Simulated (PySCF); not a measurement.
Working with the constants of MgO⁻

PBE0 constants of MgO⁻, ²Σ⁺ (doublet), unpaired electrons σ ↑ (Mg def2-SVPD, O def2-SVPD; no relativity (PySCF 2.14); masses 23.9850 and 15.9949 u):

```
ωe              : 691.9 cm⁻¹
ωexe            : 7.98 cm⁻¹
Be              : 0.53656 cm⁻¹
αe              : 0.00676 cm⁻¹
D (centrifugal) : 1.29e-06 cm⁻¹
De to Mg + O⁻   : 2.57 eV
```

Task: Give the vibrational terms G(v) and spacings up to v = 6.

Result: G(v) = ωe(v+½) − ωexe(v+½)².

| v | G(v) (cm⁻¹) | G(v) − G(v−1) | Bv (cm⁻¹) |
| --- | --- | --- | --- |
| 0 | 344 |  | 0.5332 |
| 1 | 1020 | 676 | 0.5264 |
| 2 | 1680 | 660 | 0.5197 |
| 3 | 2324 | 644 | 0.5129 |
| 4 | 2952 | 628 | 0.5061 |
| 5 | 3564 | 612 | 0.4994 |
| 6 | 4160 | 596 | 0.4926 |

Task: How well does the Morse estimate ωe²/(4ωexe) reproduce De, and what is D0?

Result: It gives 1.86 eV, 72 % of the computed De. D0 = De − G(0) = 2.57 − 0.04 = 2.53 eV.

For an ion De counts to the pair picked by the measured ionisation energies or electron affinities, which need not be the lowest pair at this level. The state is the lowest determinant that a PBE0 search found; another state may lie lower at other levels.
